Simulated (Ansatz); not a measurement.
System: 1T (CdI2-type) ZrS₂. Method: HSE06-D3(BJ) in Ansatz (plane waves, PAW).

Settings: plane-wave cutoff 520 eV, 12×12×6 k mesh (along the axes of the cell as run), Fermi–Dirac smearing 0.01 eV, scalar-relativistic PAW data made under PBE.

Starting structure:

```
CELL_PARAMETERS angstrom
      3.66000     0.00000     0.00000
     -1.83000     3.16965     0.00000
      0.00000     0.00000     5.82000
ATOMIC_POSITIONS crystal
  Zr 0.00000 0.00000 0.00000
  S  0.33333 0.66667 0.25000
  S  0.66667 0.33333 0.75000
```

Q: Into what structure does the relaxation of cell and atoms lead at this level, with the symmetry of the start kept?

A: The volume decreases by 5.0 %; final space group P-3m1.
```
CELL_PARAMETERS angstrom
      3.62224     0.00000     0.00000
     -1.81112     3.13695     0.00000
      0.00000     0.00000     5.64232
ATOMIC_POSITIONS crystal
  Zr 0.00000 0.00000 0.00000
  S  0.33333 0.66667 0.25601
  S  0.66667 0.33333 0.74399
```

Ansatz is a quantum-chemistry and plane-wave program.
